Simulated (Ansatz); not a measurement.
**CH3Al+ (doublet): the correlation ladder, cc-pVDZ**

The task here is to estimate one member of a computed series from the others.

Program: Ansatz 0.2.0, Gaussian basis. Level of theory: cc-pVDZ, core rule «outside noble gas», up to 6 orbitals frozen. These are calculated values, not measurements.

Plan: UHF; CCSD(T) on ROHF; CCSD(T) on UHF; BCCD(T) on ROHF; CISD as a restricted active space (open shells left free, so some higher excitations enter); CCSDT(Q) on ROHF; CCSDT(Q) on UHF.

31 further runs of the same task are left out: 2 for a known fault of the program, 17 that didn't finish, 12 set aside as unsound or not needed. Runs told in other sessions of the task aren't counted.

## What is computed

The geometry is a PBE0/def2-TZVP stationary point (not a proven minimum) of the parent state, kept for this charge and spin.

5 atoms, charge 1, spin multiplicity 2.

Atoms are counted from 1 here; the program's logs count them from 0.

Bond lengths: Al1–C2 1.889 Å, Al1–H3 1.584 Å, Al1–H4 1.584 Å, C2–H5 1.082 Å. Angles: C2–Al1–H3 119.2°, C2–Al1–H4 119.2°, H3–Al1–H4 121.5°, Al1–C2–H5 180.0°.

Set-up of the first run:

File in.yaml:

```yaml
crystal:
  periodic: [false, false, false]
  atoms:
    - {symbol: Al, position_ang: [0.000000, 0.000000, 0.574312]}
    - {symbol: C, position_ang: [0.000000, 0.000000, -1.315163]}
    - {symbol: H, position_ang: [0.000000, 1.382040, 1.347560]}
    - {symbol: H, position_ang: [0.000000, -1.382040, 1.347560]}
    - {symbol: H, position_ang: [0.000000, 0.000000, -2.397288]}
basis:
  gaussian: {orbitals: cc-pVDZ}
total_charge: 1
magnetization: {spin_polarized: true, initial_magnetization: 1}
hamiltonian: {xc: hf}
output: {orbitals: {seedname: orbitals}}
```

Run with:

```
ansatz run in.yaml --threads 1 --pin off --events-out ev --progress --plain --max-ram 2393MiB
```

Steps of the session up to this table: UHF; CCSD(T) on ROHF; CCSD(T) on UHF; BCCD(T) on ROHF; CISD as a restricted active space (open shells left free, so some higher excitations enter); CCSDT(Q) on ROHF; CCSDT(Q) on UHF.

One table of the session follows, with a row left open; its other results are not shown here.

```
   method  from UCCSDT(Q) (meV)
     ROHF               +5079.6
      UHF               +4970.0
     RMP2               +1309.7
     UMP2               +1307.8
     CISD                     ?
    RCCSD                +179.7
    UCCSD                +178.0
 RCCSD(T)                 +56.9
 UCCSD(T)                 +56.7
  BCCD(T)                 +58.8
   RCCSDT                  +9.9
   UCCSDT                  +9.6
RCCSDT(Q)                  +2.4
UCCSDT(Q)                     0
```

Estimate the missing values for CISD.

The run gave: from UCCSDT(Q) (meV): +512.6. In the column «from UCCSDT(Q) (meV)» it lies between RCCSD (+179.7) and UMP2 (+1307.8).

To keep in mind: Restricted and unrestricted rows rest on different reference determinants; a gap between their highest levels can come from leftover correlation error, from unlike frozen cores or from another state.
